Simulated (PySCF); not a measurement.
(2S)-2-methoxypropanenitrile, C4H7NO.
Cartesian coordinates in Å at the PBE0-D3(BJ)/def2-SVP level; atoms count from 1:
```xyz
13
C4H7NO angstrom
C      1.7738    0.3922    0.7953
O      0.4093    0.0887    0.8965
C     -0.2085   -0.2222   -0.3137
C     -1.6131   -0.7180   -0.0238
C     -0.2331    0.9485   -1.2228
N     -0.2365    1.8706   -1.9217
H      2.3474   -0.4511    0.3652
H      2.1401    0.5879    1.8114
H      1.9526    1.2894    0.1746
H      0.3624   -1.0115   -0.8480
H     -1.5509   -1.6014    0.6261
H     -2.1353   -0.9849   -0.9525
H     -2.1840    0.0628    0.4975
```

Level: CAM-B3LYP/def2-SVPD in PySCF, non-relativistic, on one gas-phase PBE0-D3(BJ)/def2-SVP geometry that isn't relaxed in the solvent. The solvent is an IEF-PCM continuum (van der Waals radii × 1.2). Only the electrostatic response of the medium enters.

Gas phase at CAM-B3LYP/def2-SVPD: HOMO -9.91 eV, LUMO 0.99 eV, dipole 3.35 D.

**Question.** What does the continuum do to the energy, the frontier levels and the dipole at CAM-B3LYP/def2-SVPD in acetone and water?

**Answer.** 
```
solvent      ε  E(solvent) − E(gas) (kcal/mol)  polarisation term (kcal/mol)  distortion of the solute (kcal/mol)  HOMO (eV)  LUMO (eV)  dipole (D)
acetone  20.49                           -6.71                         -8.03                                 1.32      -9.71       1.22        4.28
  water  78.36                           -7.13                         -8.63                                 1.50      -9.70       1.22        4.34
```

The first energy column is the sum of the next two and covers electrostatics alone. The atom shares or the degeneracy of the LUMO differ from the gas phase in acetone and water, so that column needn't follow one orbital. From acetone to water the lowering changes by a factor 1.06, Onsager's factor (ε − 1)/(2ε + 1) by 1.06 and ε itself by 3.8.

**Question.** Which radius a makes the point-dipole formula ΔE = −[(ε − 1)/(2ε + 1)]·μ²/a³ give the value in water, with the gas-phase dipole?

**Answer.** μ = 1.317 au and |ΔE| = 0.01135 Eh give a = 2.23 Å; the farthest nucleus lies 2.82 Å from the centroid of the nuclei, so such a sphere wouldn't even hold the nuclei. The formula assumes a rigid point dipole at the centre of a sphere.

**Question.** Give the dipole vector in the frame of the coordinates (D, pointing from negative to positive charge), gas and water.

**Answer.** Gas (0.68, -2.98, 1.37), solvent (0.91, -3.95, 1.55). Its length changes by +30 % and its direction by 3°.

**Question.** How does the static polarisability (CAM-B3LYP/def2-SVPD, frozen core, with the continuum's full static response) change?

**Answer.** 
```json
{"medium": "gas", "isotropic (au)": "57.3", "principal values (au)": "48.1, 59.6, 64.2", "⟨r²⟩ of the electrons (bohr²)": "617.5"}
{"medium": "acetone", "isotropic (au)": "73.5", "principal values (au)": "63.9, 72.8, 83.9", "⟨r²⟩ of the electrons (bohr²)": "618.1"}
{"medium": "water", "isotropic (au)": "74.8", "principal values (au)": "65.4, 73.6, 85.3", "⟨r²⟩ of the electrons (bohr²)": "618.1"}
```

The isotropic value in water is 1.31 times the gas-phase one; no cavity-field correction is applied. ⟨r²⟩ is taken about the centre of nuclear charge.
